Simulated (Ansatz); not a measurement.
A made-up structure of CH4BS, doublet:

B1  (-1.104, 0.344, -0.732)
C2  (0.153, 0.136, 0.372)
S3  (1.521, -1.141, 0.027)
H4  (-2.063, 1.246, -0.480)
H5  (-1.140, -0.391, -1.853)
H6  (0.261, 0.759, 1.410)
H7  (2.371, -0.953, 1.257)
(Å)

It is relaxed with PBE-D4/def2-SVP and then PBE0-D4/def2-TZVP (Ansatz 0.2.0). Atoms count as bonded within 1.22 times the sum of their covalent radii (H–H: 0.88 Å). The end point is not checked to be a true minimum.

**Question.** Does its bonding change? (A judgement: the text doesn't fix the answer.)

**Answer.** By the calculation: No: no bond forms or breaks.

Where it ends: The first stage lowers the energy by 1.29 eV in 7 steps. It ends as CH₄BS ([BH2][CH][SH]):
```
atom    x (Å)    y (Å)    z (Å)
  B1  -0.9862   0.3077  -0.6532
  C2   0.1370   0.1211   0.3317
  S3   1.3586  -1.0192   0.0240
  H4  -1.8415   1.1124  -0.4284
  H5  -1.0184  -0.3487  -1.6551
  H6   0.2333   0.6772   1.2580
  H7   2.1172  -0.8505   1.1229
```

Labels in which every atom is bracketed show which atoms are joined, not bond orders.

For scale, one of the runs: PBE0-D4/def2-TZVP relaxation, 123 basis functions, launched by `ansatz run in.yaml --threads 2 --pin off --events-out ev --progress --plain --max-ram 4352MiB`. The run took about 20 s on 2 CPU threads of an Arm Neoverse V1 (shared host).
